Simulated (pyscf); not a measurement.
Four-centre exchange: `[CH3][ZnH]` + `[H][H]` -> `[CH4]` + `[ZnH2]`

Gas phase, singlet surface, charge 0. Bonds broken: C1–Zn2, H3–H8. Bonds formed: C1–H3, Zn2–H8. Structures and frequencies: ωB97X-D3(BJ)/def2-SVP in PySCF.

Transition state (Å):

```xyz
8

C      0.0809    -0.2209     0.5581
Zn     0.0508     1.3694    -0.9127
H      0.2237     1.2793     0.7121
H      0.8906    -0.8633     0.1711
H      0.2058    -0.1821     1.6541
H     -0.1027     1.5519    -2.4226
H     -0.8876    -0.7148     0.3683
H      0.2959     2.3585     0.5457
```

One imaginary mode, 1592i cm⁻¹; descent along it reached the two sides named.

```json
[
 {"bond": "C1–Zn2", "change": "breaks", "reactant side (Å)": "1.947", "saddle": "2.166", "product side": "3.1"},
 {"bond": "H3–H8", "change": "breaks", "reactant side (Å)": "0.761", "saddle": "1.094", "product side": "2.8"},
 {"bond": "C1–H3", "change": "forms", "reactant side (Å)": "3.4", "saddle": "1.515", "product side": "1.100"},
 {"bond": "Zn2–H8", "change": "forms", "reactant side (Å)": "2.8", "saddle": "1.779", "product side": "1.550"}
]
```

Electronic energies relative to the separated reactants (kcal/mol):

```tsv
level	barrier	reaction energy	reverse barrier
ωB97X-D3(BJ)/def2-TZVP	41.0	-9.2	50.2
PBE/def2-TZVP	36.5	-8.9	45.4
r²SCAN/def2-TZVP	36.3	-9.2	45.5
B3LYP-D3(BJ)/def2-TZVP	41.0	-10.0	51.1
PBE0-D3(BJ)/def2-TZVP	37.1	-9.7	46.8
M06-2X/def2-TZVP	41.0	-8.0	49.0
ωB97M-D3(BJ)/def2-TZVP	40.8	-10.4	51.2
HF/def2-TZVP	51.4	-16.1	67.6
```

With ωB97M-D3(BJ)/def2-TZVP energies and thermal terms (ideal gas, 1 atm, RRHO with modes under 100 cm⁻¹ raised to 100, one conformer, R ln 2 for chiral ones without a mode under 150 cm⁻¹), in kcal/mol:

| T (K) | ΔH‡ | ΔG‡ | ΔH | ΔG |
|---|---|---|---|---|
| 298 | 41.0 | 48.2 | -7.7 | -7.9 |
| 600 | 40.2 | 55.9 | -8.8 | -7.7 |
| 900 | 40.1 | 63.8 | -9.6 | -7.0 |
| 1200 | 40.3 | 71.7 | -10.0 | -6.1 |

At the saddle there is also a short H–Zn contact that neither side keeps. One saddle was located; it need not be the lowest between these sides. Elements up to Kr have no core potential and no relativistic terms here.
